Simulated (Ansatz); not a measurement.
Two isomers of C2H7NS: A = `CNCS`, B = `NCCS`.

Gas-phase electronic energies from Ansatz, PBE0-D4/def2-TZVP geometries. CCSD(T)/CBS is the MP2 limit (def2-TZVPP, def2-QZVPP) plus CCSD(T) − MP2 in def2-TZVPP, frozen cores. DFT in def2-TZVPP. One conformer a species, not always the lowest.

Which is lower in electronic energy at CCSD(T)/CBS, and by how much? (Estimate.)

The calculation gave: B, by 9.3 kcal/mol.

Give E(B) − E(A) in kcal/mol with LDA (SPW92), BLYP-D4, CCSD(T)/def2-SVP, PBE0-D4, HF/def2-TZVPP, B2PLYP, ωB97M-V. (An estimate is asked.)

The calculation gave: LDA (SPW92) -8.9, BLYP-D4 -7.9, CCSD(T)/def2-SVP -8.5, PBE0-D4 -8.9, HF/def2-TZVPP -7.8, B2PLYP -8.4, ωB97M-V -9.1. None reverses the order clearly.

Does the order hold for the free energy at 298.15 K (harmonic terms from PBE0-D4)? (An estimate is asked.)

The calculation gave: Yes: G(B) − G(A) = -8.3 kcal/mol, for one conformer each.

Largest T1 diagnostic: 0.010.

Leaving LDA and LC-ωPBE aside and taking each functional with its dispersion term where it has one, the values, not all of them listed here, spread over 1.4 kcal/mol, from PBE-QIDH to BLYP-D4. In def2-TZVPP, CCSD(T) changes the Hartree–Fock value by −1.4 kcal/mol (the triples alone add −0.1 kcal/mol) and MP2 by −1.9 kcal/mol.
